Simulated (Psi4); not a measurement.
# H2S3 at 6 levels

Wanted: a comparison of 6 runs (HF/3-21G, HF/def2-SVP, HF-D4/aug-cc-pV(T+d)Z, HF/aug-cc-pV(T+d)Z, PBE0/def2-SVP) of H2S3. 

Program for the calculation: Psi4 1.11.

## (1) The structure to begin with

H2S3: 5 atoms, total charge 0, spin state singlet. Geometry: relaxed at GFN2-xTB.

Bond lengths: S1–S2 2.051 Å, S2–S3 2.051 Å, S1–H4 1.338 Å, S3–H5 1.339 Å. Angles: S1–S2–S3 108.2°, S2–S1–H4 98.2°, S2–S3–H5 98.2°.

## (2) The energy at HF/3-21G (run 1)

The input, calc.inp:

```
memory 1600 MB

molecule {
  S      0.623850     0.138460     1.545950
  S      0.177730     0.953140    -0.282180
  S     -0.690650    -0.503070    -1.435750
  H      1.854960    -0.303010     1.262950
  H     -1.965890    -0.285520    -1.090980
  symmetry c1
  no_reorient
  no_com
}

set {
  basis         3-21G
  puream        true
  e_convergence 1e-09
  d_convergence 1e-08
  scf_type      pk
}

e_tot, wfn = energy("scf", return_wfn=True)
oeprop(wfn, "QUADRUPOLE", "DIPOLE", "MULLIKEN_CHARGES")
```

Command:

```sh
$ psi4 -n 1 calc.inp calc.out
```

calc.out:

```text
[...]
  Running in c1 symmetry.
[...]
  Nuclear repulsion =  196.741845558315958
[...]
  Multiplicity = 1
[...]
  Nalpha       = 25
  Nbeta        = 25
[...]
    Number of basis functions: 43
[...]
   @RHF iter   1: -1187.74632367807658   -3.64543e-02   4.72011e-03 DIIS/ADIIS
[...]
   @RHF iter  11: -1187.78607465995333   -4.54747e-13   4.08875e-09 DIIS
[...]
    Orbital Energies [Eh]
    ---------------------
    Doubly Occupied:
       1A    -91.376054     2A    -91.356735     3A    -91.356473
       4A     -8.979916     5A     -8.960925     6A     -8.959933
       7A     -6.654473     8A     -6.650526     9A     -6.647317
      10A     -6.635198    11A     -6.635113    12A     -6.632231
      13A     -6.632209    14A     -6.628994    15A     -6.628810
      16A     -1.139709    17A     -1.021515    18A     -0.861263
      19A     -0.621781    20A     -0.565562    21A     -0.528072
      22A     -0.506568    23A     -0.408830    24A     -0.395387
      25A     -0.395091
[...]
  @RHF Final Energy: -1187.78607465995333
   => Energetics <=
    Nuclear Repulsion Energy =            196.7418455583159584
    One-Electron Energy =               -2034.6984719616957591
    Two-Electron Energy =                 650.1705517434264721
    Total Energy =                      -1187.7860746599531012
[...]
 Multipole Moments:
 ------------------------------------------------------------------------------------
     Multipole            Electronic (a.u.)      Nuclear  (a.u.)        Total (a.u.)
 ------------------------------------------------------------------------------------
 L = 1.  Multiply by 2.5417464519 to convert [e a0] to [Debye]
 Dipole X            :         -3.1964564            3.1444098           -0.0520466
 Dipole Y            :        -16.9572273           16.6824077           -0.2748195
 Dipole Z            :          4.9552374           -4.8749454            0.0802920
 Magnitude           :                                                    0.2910008
 L = 2.  Multiply by 1.3450342976 to convert [e a0^2] to [Debye ang]
 Quadrupole XX       :       -103.8150649           77.3849294          -26.4301356
 Quadrupole XY       :        -35.1292721           34.4637457           -0.6655264
[...]
  Mulliken Charges: (a.u.)
   Center  Symbol    Alpha    Beta     Spin     Total
       1     S     8.03641  8.03641  0.00000 -0.07282
       2     S     8.03745  8.03745  0.00000 -0.07490
       3     S     8.03660  8.03660  0.00000 -0.07320
       4     H     0.44482  0.44482  0.00000  0.11036
       5     H     0.44472  0.44472  0.00000  0.11055
   Total alpha = 25.00000, Total beta = 25.00000, Total charge =  0.00000
    Psi4 run time: 0:00:00.62
```

Wall time 1.9 s (1 thread of AMD EPYC 9R45 (Zen 5), shared host); peak memory 0.18 GiB.

## (3) Energy and gradient at HF/def2-SVP (run 2)

The input, h2s3.json:

```json
{
 "schema_name": "qcschema_input",
 "schema_version": 1,
 "molecule": {
  "schema_name": "qcschema_molecule",
  "schema_version": 2,
  "symbols": ["S", "S", "S", "H", "H"],
  "geometry": [1.17890564, 0.26165148, 2.9214221, 0.33586102, 1.80117356, -0.53324292, -1.30513935, -0.95066452, -2.71317428, 3.50536637, -0.57260591, 2.38662961, -3.71499369, -0.5395546, -2.06165341],
  "molecular_charge": 0,
  "molecular_multiplicity": 1,
  "fix_symmetry": "c1"
 },
 "driver": "gradient",
 "model": {
  "method": "hf",
  "basis": "def2-SVP"
 },
 "keywords": {
  "puream": true,
  "e_convergence": 1e-09,
  "d_convergence": 1e-08,
  "scf_type": "pk"
 }
}
```

Command:

```sh
$ psi4 --qcschema h2s3.json -n 1 --memory 1600MB
```

stdout:

```text
[...]
  Running in c1 symmetry.
[...]
  Nuclear repulsion =  196.741845758846210
[...]
  Multiplicity = 1
[...]
  Nalpha       = 25
  Nbeta        = 25
[...]
    Number of basis functions: 64
[...]
   @RHF iter   1: -1193.32482165144074   -2.15745e-01   3.44673e-03 ADIIS/DIIS
[...]
   @RHF iter  12: -1193.36784380235986   -1.59162e-12   3.02259e-09 DIIS
[...]
    Orbital Energies [Eh]
    ---------------------
    Doubly Occupied:
       1A    -91.972278     2A    -91.953902     3A    -91.953844
       4A     -9.007221     5A     -8.989314     6A     -8.989289
       7A     -6.694621     8A     -6.692358     9A     -6.689775
      10A     -6.677093    11A     -6.677069    12A     -6.675120
      13A     -6.675101    14A     -6.672910    15A     -6.672888
      16A     -1.095721    17A     -0.985719    18A     -0.834233
      19A     -0.611192    20A     -0.555101    21A     -0.520340
      22A     -0.495252    23A     -0.386001    24A     -0.383344
      25A     -0.376378
[...]
  @RHF Final Energy: -1193.36784380235986
   => Energetics <=
    Nuclear Repulsion Energy =            196.7418457588462104
    One-Electron Energy =               -2041.7472487942877706
    Two-Electron Energy =                 651.6375592330817881
    Total Energy =                      -1193.3678438023598574
[...]
 Multipole Moments:
 ------------------------------------------------------------------------------------
     Multipole            Electronic (a.u.)      Nuclear  (a.u.)        Total (a.u.)
 ------------------------------------------------------------------------------------
 L = 1.  Multiply by 2.5417464519 to convert [e a0] to [Debye]
 Dipole X            :          0.1283370           -0.1696045           -0.0412675
 Dipole Y            :          0.6818147           -0.8998228           -0.2180080
 Dipole Z            :         -0.1992158            0.2629367            0.0637208
 Magnitude           :                                                    0.2308481
[...]
  -Total Gradient:
     Atom            X                  Y                   Z
    ------   -----------------  -----------------  -----------------
       1       -0.002173866847     0.004864327997    -0.006988601117
       2       -0.002428718450    -0.012969699670     0.003902888548
       3        0.004716203229     0.006649266947     0.003471178853
       4        0.001154241752     0.000457781058    -0.000340225689
       5       -0.001267859682     0.000998323678    -0.000045240596
[...]
```

The result, in JSON:

```text
{
 "driver": "gradient",
 "model": {
  "method": "hf",
  "basis": "def2-SVP"
 },
 "success": true,
 "return_result": [-0.0021738668468061495, 0.004864327996539918, -0.00698860111683311, -0.002428718450049966, -0.01296969966977482, 0.003902888548197238, 0.004716203228562865, 0.006649266947051952, 0.0034711788533944854, 0.0011542417516908765, 0.00045778105813500114, -0.00034022568939838516, -0.0012678596823844646, 0.000998323677869263, -4.524059564130212e-05],
 "properties": {
  "calcinfo_nbasis": 64,
  "calcinfo_nmo": 64,
  "calcinfo_nalpha": 25,
  "calcinfo_nbeta": 25,
  "calcinfo_natom": 5,
  "nuclear_repulsion_energy": 196.7418457588462,
  "return_energy": -1193.3678438023599,
  "return_gradient": [-0.0021738668468061495, 0.004864327996539918, -0.00698860111683311, -0.002428718450049966, -0.01296969966977482, 0.003902888548197238, 0.004716203228562865, 0.006649266947051952, 0.0034711788533944854, 0.0011542417516908765, 0.00045778105813500114, -0.00034022568939838516, -0.0012678596823844646, 0.000998323677869263, -4.524059564130212e-05],
  "scf_one_electron_energy": -2041.7472487942878,
  "scf_two_electron_energy": 651.6375592330818,
  "scf_dipole_moment": [-0.04126746505102097, -0.21800800874696935, 0.06372083345905244],
  "scf_total_energy": -1193.3678438023599,
  "scf_total_gradient": [-0.0021738668468061495, 0.004864327996539918, -0.00698860111683311, -0.002428718450049966, -0.01296969966977482, 0.003902888548197238, 0.004716203228562865, 0.006649266947051952, 0.0034711788533944854, 0.0011542417516908765, 0.00045778105813500114, -0.00034022568939838516, -0.0012678596823844646, 0.000998323677869263, -4.524059564130212e-05],
  "scf_iterations": 12
 }
}
```

Run time: 2.7 s. Hardware: 1 thread of AMD EPYC 9R45 (Zen 5), shared host; peak memory 0.21 GiB.

Run 3 isn't shown in full; the table further down has it.

## (4) Energy and one-electron properties at HF-D4/aug-cc-pV(T+d)Z (ZORA, density fitting) (run 4)

The input, job.inp:

```
memory 1600 mb

molecule {
  0 1
  S
  S 1 2.050557
  S 2 2.050696 1 108.15041
  H 1 1.338139 2 98.20327 3 89.50641
  H 3 1.338817 2 98.22719 1 89.85534
  units angstrom
  symmetry c1
}

set basis aug-cc-pV(T+d)Z
set relativistic zora

energy_value, wavefunction = energy("hf-d4", return_wfn=True)
oeprop(wavefunction, "QUADRUPOLE", "WIBERG_LOWDIN_INDICES", "MULLIKEN_CHARGES", "ESP_AT_NUCLEI")
```

Command:

```sh
$ psi4 job.inp job.out -n 1
```

job.out:

```text
[...]
  Running in c1 symmetry.
[...]
  Nuclear repulsion =  196.741878877336632
[...]
  Multiplicity = 1
[...]
  Nalpha       = 25
  Nbeta        = 25
[...]
    Number of basis functions: 211
[...]
   @DF-RHF iter   1: -1198.69403714310806   -2.81413e-01   1.29164e-03 ADIIS/DIIS
[...]
   @DF-RHF iter   8: -1198.74429572925396   -1.87539e-07   3.67022e-07 DIIS
[...]
    Orbital Energies [Eh]
    ---------------------
    Doubly Occupied:
       1A    -92.642665     2A    -92.621468     3A    -92.621423
       4A     -9.067396     5A     -9.049549     6A     -9.049521
       7A     -6.702322     8A     -6.700999     9A     -6.699802
      10A     -6.684665    11A     -6.684639    12A     -6.683620
      13A     -6.683595    14A     -6.682453    15A     -6.682426
      16A     -1.095814    17A     -0.988909    18A     -0.839361
      19A     -0.611311    20A     -0.557536    21A     -0.521803
      22A     -0.496514    23A     -0.386557    24A     -0.385909
      25A     -0.377461
[...]
  @DF-RHF Final Energy: -1198.74429572925396
   => Energetics <=
    Nuclear Repulsion Energy =            196.7418788773366316
    One-Electron Energy =               -2047.9016233835916410
    Two-Electron Energy =                 652.4331071038681102
    Total Energy =                      -1198.7442957292541905
[...]
 Multipole Moments:
 ------------------------------------------------------------------------------------
     Multipole            Electronic (a.u.)      Nuclear  (a.u.)        Total (a.u.)
 ------------------------------------------------------------------------------------
 L = 1.  Multiply by 2.5417464519 to convert [e a0] to [Debye]
 Dipole X            :         -0.0003026            0.0005835            0.0002810
 Dipole Y            :          0.6112372           -0.7743014           -0.1630642
 Dipole Z            :          0.4380929           -0.5550129           -0.1169200
 Magnitude           :                                                    0.2006497
 L = 2.  Multiply by 1.3450342976 to convert [e a0^2] to [Debye ang]
 Quadrupole XX       :        -40.3629912           12.5335312          -27.8294600
 Quadrupole XY       :          8.2963372          -10.0315107           -1.7351736
[...]
  Mulliken Charges: (a.u.)
   Center  Symbol    Alpha    Beta     Spin     Total
       1     S     8.06758  8.06758  0.00000 -0.13517
       2     S     8.01003  8.01003  0.00000 -0.02006
       3     S     8.06749  8.06749  0.00000 -0.13498
       4     H     0.42737  0.42737  0.00000  0.14527
       5     H     0.42753  0.42753  0.00000  0.14495
   Total alpha = 25.00000, Total beta = 25.00000, Total charge = -0.00000
  Wiberg Bond Indices using Orthogonal Lowdin Orbitals:
[...]
```

Run time: 65 s. Hardware: 1 thread of AMD EPYC 9R45 (Zen 5), shared host; peak memory 0.61 GiB.

Atomic charges (e):

| atom | Mulliken |
| --- | --- |
| S1 | -0.135 |
| S2 | -0.020 |
| S3 | -0.135 |
| H4 | +0.145 |
| H5 | +0.145 |

Run 5 isn't shown in full; the table further down has it.

## (5) A single-point energy at PBE0/def2-SVP (run 6)

The input, h2s3.xyz:

```xyz
5
H2S3
S      0.623850     0.138460     1.545950
S      0.177730     0.953140    -0.282180
S     -0.690650    -0.503070    -1.435750
H      1.854960    -0.303010     1.262950
H     -1.965890    -0.285520    -1.090980
```

The input, job.py:

```python
import psi4

psi4.set_memory(1600000000)
psi4.set_num_threads(1)
psi4.core.set_output_file('psi4.out', False)

with open('h2s3.xyz') as f:
    atoms = ''.join(f.readlines()[2:])
mol = psi4.geometry('0 1\n' + atoms + 'symmetry c1\nno_reorient\nno_com')

psi4.set_options({
    'basis': 'def2-SVP',
    'puream': True,
    'e_convergence': 1e-09,
    'd_convergence': 1e-08,
    'scf_type': 'pk',
    'dft_radial_points': 99,
    'dft_spherical_points': 590,
})

E, wfn = psi4.energy("pbe0", return_wfn=True)
print(f'total energy {E:.8f} hartree = {E * 27.211386:.5f} eV')
for k, v in sorted(psi4.core.scalar_variables().items()):
    print(f'{k:45s} {v:18.10f}')
```

Command:

```sh
$ python job.py
```

psi4.out:

```text
[...]
  Running in c1 symmetry.
[...]
  Nuclear repulsion =  196.741845558315958
[...]
  Multiplicity = 1
[...]
  Nalpha       = 25
  Nbeta        = 25
[...]
    Number of basis functions: 64
[...]
   @RKS iter   1: -1194.95074175967989   -6.05758e-02   3.74789e-03 ADIIS/DIIS
[...]
   @RKS iter  10: -1194.98136009684617   -1.59162e-12   8.72774e-09 DIIS
[...]
    Orbital Energies [Eh]
    ---------------------
    Doubly Occupied:
       1A    -89.052799     2A    -89.033234     3A    -89.033174
       4A     -8.052742     5A     -8.034830     6A     -8.034791
       7A     -5.995935     8A     -5.991663     9A     -5.983096
      10A     -5.977471    11A     -5.977448    12A     -5.973193
      13A     -5.973176    14A     -5.966586    15A     -5.966564
      16A     -0.862724    17A     -0.772693    18A     -0.650053
      19A     -0.483569    20A     -0.428581    21A     -0.405356
      22A     -0.379876    23A     -0.282913    24A     -0.277711
      25A     -0.271890
[...]
  @RKS Final Energy: -1194.98136009684617
   => Energetics <=
    Nuclear Repulsion Energy =            196.7418455583159584
    One-Electron Energy =               -2042.3809653718210484
    Two-Electron Energy =                 709.1162163555134157
    DFT Exchange-Correlation Energy =     -58.4584566388543365
    Empirical Dispersion Energy =           0.0000000000000000
    VV10 Nonlocal Energy =                  0.0000000000000000
    Total Energy =                      -1194.9813600968461742
[...]
 Multipole Moments:
 ------------------------------------------------------------------------------------
     Multipole            Electronic (a.u.)      Nuclear  (a.u.)        Total (a.u.)
 ------------------------------------------------------------------------------------
 L = 1.  Multiply by 2.5417464519 to convert [e a0] to [Debye]
 Dipole X            :         -3.1843908            3.1444098           -0.0399810
 Dipole Y            :        -16.8938076           16.6824077           -0.2113998
 Dipole Z            :          4.9367225           -4.8749454            0.0617772
 Magnitude           :                                                    0.2238410
[...]
```

Standard output:

```text
total energy -1194.98136010 hartree = -32517.09905 eV
CURRENT ENERGY                                  -1194.9813600968
CURRENT REFERENCE ENERGY                        -1194.9813600968
DD SOLVATION ENERGY                                 0.0000000000
DFT FUNCTIONAL TOTAL ENERGY                     -1194.9813600968
DFT TOTAL ENERGY                                -1194.9813600968
DFT VV10 ENERGY                                     0.0000000000
DFT XC ENERGY                                     -58.4584566389
GRID ELECTRONS ALPHA                               25.0000000181
GRID ELECTRONS BETA                                25.0000000181
GRID ELECTRONS TOTAL                               50.0000000362
NUCLEAR REPULSION ENERGY                          196.7418455583
ONE-ELECTRON ENERGY                             -2042.3809653718
PCM POLARIZATION ENERGY                             0.0000000000
PE ENERGY                                           0.0000000000
SCF ITERATION ENERGY                            -1194.9813600968
SCF ITERATIONS                                     10.0000000000
SCF TOTAL ENERGY                                -1194.9813600968
TWO-ELECTRON ENERGY                               709.1162163555
XC GRID RADIAL POINTS                              99.0000000000
XC GRID SPHERICAL POINTS                          590.0000000000
XC GRID TOTAL POINTS                           270908.0000000000
```

Run time: 6.3 s. Hardware: 1 thread of AMD EPYC 9R45 (Zen 5), shared host; peak memory 0.63 GiB.

## (6) Overview of the runs

| run | level | task | integrals | energy (Eh) | dipole moment (D) | HOMO energy (eV) | LUMO energy (eV) | wall time |
| --- | --- | --- | --- | --- | --- | --- | --- | --- |
| 1 | HF/3-21G | energy | pk | -1187.786075 | 0.74 | -10.75 | 1.69 | 1.9 s |
| 2 | HF/def2-SVP | gradient | pk | -1193.367844 | 0.59 | -10.24 | 2.96 | 2.7 s |
| 3 | HF-D4/aug-cc-pV(T+d)Z (ZORA, density fitting with def2-universal-jkfit) | properties | df | -1198.744336 | 0.51 | -10.27 | 0.85 | 68 s |
| 4 | HF-D4/aug-cc-pV(T+d)Z (ZORA, density fitting) | properties | df | -1198.744296 | 0.51 | -10.27 | 0.85 | 65 s |
| 5 | HF/aug-cc-pV(T+d)Z (ZORA, density fitting) | properties | df | -1198.726637 | 0.51 | -10.27 | 0.85 | 70 s |
| 6 | PBE0/def2-SVP | energy | pk | -1194.981360 | 0.57 | -7.40 | -1.04 | 6.3 s |

## (7) What came out

| quantity | value |
| --- | --- |
| run 6: total energy | -1194.98136 Eh |
| run 6: dipole moment | 0.57 D |
| run 6: HOMO energy | -7.40 eV |
| run 6: LUMO energy | -1.04 eV |
| run 6: HOMO–LUMO gap | 6.36 eV |

In words: The dipole moment (its size) runs from 0.51 D (HF-D4/aug-cc-pV(T+d)Z) to 0.74 D (HF/3-21G). The two ends differ in basis and Hamiltonian. The HOMO–LUMO gap runs from 6.36 eV (PBE0/def2-SVP) to 13.20 eV (HF/def2-SVP). Exact exchange widens orbital gaps. Some runs of one species differ in core potentials or relativity; totals across that change don't compare. All runs together took 3.6 min, the longest 70 s.
